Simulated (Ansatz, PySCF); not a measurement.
System: CHO$_{2}$, charge 0, multiplicity 2. It need not be the lowest isomer of its formula. 
Structure (B3LYP-D3(BJ)/def2-TZVP (Ansatz, a first-principles code) minimum search):
```
C
O 1 1.1815
O 1 1.3236 2 130.78
H 3 0.9792 1 109.74 2 0.00
```
Charge 0, spin multiplicity 2.

Dipole moments at this geometry, in debye (magnitudes).

| level | program | dipole (D) |
|---|---|---|
| revPBE/def2-TZVPD | Ansatz | 1.92 |
| M06-L/def2-TZVPD | PySCF | 1.98 |
| BHLYP/def2-TZVPD | Ansatz | 2.02 |
| TPSSh/def2-TZVPD | PySCF | 1.98 |
| r2SCANh/def2-TZVPD | Ansatz | 2.01 |
| PW6B95/def2-TZVPD | PySCF | 1.98 |
| MN15/def2-TZVPD | PySCF | 1.98 |
| CAM-B3LYP/def2-TZVPD | Ansatz | 2.00 |
| LC-wPBE/def2-TZVPD | Ansatz | 2.05 |
| CCSD(T)/aug-cc-pVDZ | Ansatz | 1.90 |
